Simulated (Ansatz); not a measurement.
Steps of a relaxation of C$_{4}$H$_{6}$O, SMILES `C=C=COC` with RKS PBE-D4/def2-SVP.

```sh
$ ansatz run in.yaml --threads 4 --pin off --events-out ev --progress --plain --max-ram 10444MiB
```

```yaml
crystal:
  periodic: [false, false, false]
  atoms:
    - {symbol: C, position_ang: [-0.633200, 0.169900, 1.915100]}
    - {symbol: C, position_ang: [-0.460900, -0.512300, 0.848500]}
    - {symbol: C, position_ang: [-0.270100, -1.240100, -0.211700]}
    - {symbol: O, position_ang: [0.394900, -0.764600, -1.362300]}
    - {symbol: C, position_ang: [0.676200, 0.598200, -1.412100]}
    - {symbol: H, position_ang: [0.070500, 0.327000, 2.676200]}
    - {symbol: H, position_ang: [-1.600700, 0.731200, 2.032700]}
    - {symbol: H, position_ang: [-0.434900, -2.278000, -0.265000]}
    - {symbol: H, position_ang: [1.106100, 0.833100, -2.336900]}
    - {symbol: H, position_ang: [1.436400, 0.837700, -0.617000]}
    - {symbol: H, position_ang: [-0.219000, 1.241000, -1.247000]}
basis:
  gaussian: {orbitals: def2-SVP}
hamiltonian: {xc: pbe, dispersion: d4}
relax: {f_tol: 0.03, max_steps: 200}
```

Positions (Å) and forces (eV/Å) along the path, 7 of 7 steps:

```xyz
11
step=1 energy=-6277.9040 eV
C    -0.633    0.170    1.915   -2.724    1.814    0.557
C    -0.461   -0.512    0.849    0.256   -0.937   -0.723
C    -0.270   -1.240   -0.212    1.813    1.750   -1.997
O     0.395   -0.765   -1.362   -1.135   -1.347    0.234
C     0.676    0.598   -1.412   -0.258    0.085    2.675
H     0.070    0.327    2.676    1.542    0.113    1.560
H    -1.601    0.731    2.033    0.399   -0.186    0.150
H    -0.435   -2.278   -0.265   -0.450   -1.815   -0.212
H     1.106    0.833   -2.337    0.852    0.301   -2.154
H     1.436    0.838   -0.617   -0.267    0.260   -0.136
H    -0.219    1.241   -1.247   -0.028   -0.038    0.045
11
step=2 energy=-6278.1320 eV
C    -0.629    0.270    1.908   -0.745   -0.284    1.010
C    -0.391   -0.478    0.855    0.272   -0.209    0.133
C    -0.128   -1.250   -0.185   -0.314    0.521   -1.577
O     0.372   -0.779   -1.408   -0.208   -0.825    0.863
C     0.682    0.589   -1.429    0.161    0.334    0.632
H    -0.011    0.249    2.840    0.085    0.235   -0.502
H    -1.643    0.724    2.046    0.418    0.092   -0.134
H    -0.512   -2.286   -0.303    0.318    0.166    0.211
H     1.080    0.826   -2.416    0.166    0.044   -0.524
H     1.455    0.849   -0.661   -0.122   -0.017   -0.115
H    -0.209    1.229   -1.227   -0.031   -0.058    0.003
11
step=3 energy=-6278.2378 eV
C    -0.689    0.207    1.969   -0.074   -0.158    0.170
C    -0.442   -0.483    0.873    0.128    0.085   -0.042
C    -0.194   -1.194   -0.220   -0.114   -0.050   -0.173
O     0.361   -0.762   -1.391   -0.229   -0.264    0.170
C     0.716    0.599   -1.442    0.020    0.198    0.126
H     0.080    0.368    2.757   -0.203   -0.110   -0.085
H    -1.712    0.586    2.173    0.182    0.237   -0.027
H    -0.500   -2.249   -0.308    0.192   -0.098    0.154
H     1.142    0.742   -2.447    0.052    0.267   -0.138
H     1.471    0.869   -0.667    0.016   -0.092   -0.022
H    -0.166    1.260   -1.276    0.029   -0.014   -0.133
11
step=4 energy=-6278.2386 eV
C    -0.723    0.165    2.013    0.248   -0.214   -0.220
C    -0.449   -0.484    0.894   -0.155    0.147    0.381
C    -0.205   -1.196   -0.198    0.098    0.519   -0.030
O     0.349   -0.747   -1.359    0.234    0.014   -0.612
C     0.736    0.632   -1.499   -0.379   -0.664    0.505
H     0.009    0.247    2.834    0.099   -0.012    0.060
H    -1.692    0.650    2.199   -0.245    0.125   -0.044
H    -0.466   -2.269   -0.242    0.100    0.061   -0.114
H     1.152    0.745   -2.521   -0.065   -0.062    0.138
H     1.499    0.903   -0.736    0.023    0.045   -0.031
H    -0.146    1.298   -1.363    0.042    0.041   -0.033
11
step=5 energy=-6278.2806 eV
C    -0.703    0.188    1.983   -0.008   -0.032   -0.014
C    -0.445   -0.476    0.873    0.068    0.069   -0.086
C    -0.199   -1.188   -0.221   -0.023   -0.115   -0.030
O     0.343   -0.771   -1.403    0.029    0.091    0.102
C     0.709    0.598   -1.458    0.030    0.077   -0.070
H     0.035    0.267    2.805    0.012    0.016   -0.011
H    -1.674    0.689    2.152   -0.011   -0.002    0.008
H    -0.436   -2.266   -0.257   -0.015    0.028   -0.010
H     1.143    0.789   -2.460   -0.052   -0.092    0.051
H     1.467    0.852   -0.682   -0.031   -0.024    0.028
H    -0.173    1.262   -1.311    0.002   -0.017    0.032
11
step=6 energy=-6278.2824 eV
C    -0.694    0.192    1.968    0.010    0.002   -0.023
C    -0.435   -0.470    0.856   -0.054   -0.053    0.108
C    -0.200   -1.199   -0.228    0.037    0.120   -0.003
O     0.351   -0.773   -1.399    0.011    0.021   -0.048
C     0.705    0.600   -1.442    0.001   -0.062   -0.005
H     0.049    0.284    2.783   -0.003   -0.008   -0.002
H    -1.668    0.690    2.140    0.005    0.013   -0.009
H    -0.449   -2.271   -0.266   -0.005   -0.055    0.002
H     1.138    0.785   -2.442    0.008    0.023   -0.019
H     1.453    0.852   -0.657   -0.002   -0.005   -0.001
H    -0.184    1.253   -1.291   -0.008    0.003   -0.002
11
step=7 energy=-6278.2833 eV
C    -0.696    0.192    1.971    0.000    0.000   -0.001
C    -0.438   -0.475    0.863   -0.003   -0.003    0.009
C    -0.199   -1.196   -0.226   -0.006   -0.009    0.005
O     0.352   -0.772   -1.399    0.002   -0.006   -0.007
C     0.706    0.600   -1.446    0.000    0.012    0.007
H     0.044    0.279    2.788    0.001    0.002    0.001
H    -1.667    0.695    2.139    0.000    0.004   -0.001
H    -0.446   -2.271   -0.266    0.003    0.001   -0.005
H     1.136    0.787   -2.447    0.002   -0.001   -0.008
H     1.456    0.852   -0.663    0.000    0.000   -0.001
H    -0.183    1.253   -1.292    0.001    0.000    0.000
```

It took 9.5 s on 4 threads of an AMD EPYC 7R43 on a shared host, with 0.14 GiB of host memory at the peak.
